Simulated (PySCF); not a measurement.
# Telling isomers of C4H5NO apart by NMR

Level of theory: J couplings at B3LYP/pcJ-1 (spin–dipole term left out of most H,H and C,H couplings), geometry: GFN2-xTB, GIAO PBE0/pcSseg-1 shieldings, in PySCF 2.14.0 with density-fitted response routines (no relativistic terms, rapidly exchanging positions averaged, single conformer, isolated molecule).

Referencing at the same level of theory: TMS for $^{1}$H (σ = 31.72 ppm), $^{13}$C (σ = 186.93 ppm). Multiplet labels drop J under 1 Hz and among equivalent protons, and merge close values. Unscaled 3J(H,H) run several per cent high. Shifts are as computed. Against solution values, carbons near 30 ppm lie about +3 ppm off and those near 130 ppm about +5 ppm. Of 1211 compounds with measured shifts, 218 miss one by over three times the rms of a fit or turn the order of signals round; such compounds aren't used in these exercises.

(1) Tabulate the signals of `Cc1ccno1`, `Cc1cnoc1` and their relative energies.

(2) What is the quickest way to tell Cc1ccno1 from Cc1cnoc1?

## Answers

(1) 
| SMILES | carbon types | δC | δH | E rel. (kcal/mol) |
| --- | --- | --- | --- | --- |
| Cc1ccno1 | 1×C 2×CH 1×CH3 | 176.4, 153.7, 108.6, 14.7 | 8.16 (d, 1H), 6.11 (dq, 1H), 2.63 (d, 3H) | 0.0 |
| Cc1cnoc1 | 1×C 2×CH 1×CH3 | 161.7, 154.8, 122.1, 9.3 | 8.37 (q, 1H), 8.21 (s, 1H), 2.28 (d, 3H) | 3.1 |

Energies are electronic energies at PBE0/pcSseg-1 on these geometries, without zero-point or thermal terms, each for the one conformer computed, which needn't be the lowest.

(2) Both give the same number of carbon signals, with the same numbers of each carbon type, so the positions decide. The first has a substituted aromatic carbon next to the ring oxygen (C) at 176.4 ppm, the second a substituted aromatic carbon (C) at 122.1 ppm. Their most deshielded carbons lie at 176.4 and 161.7 ppm.
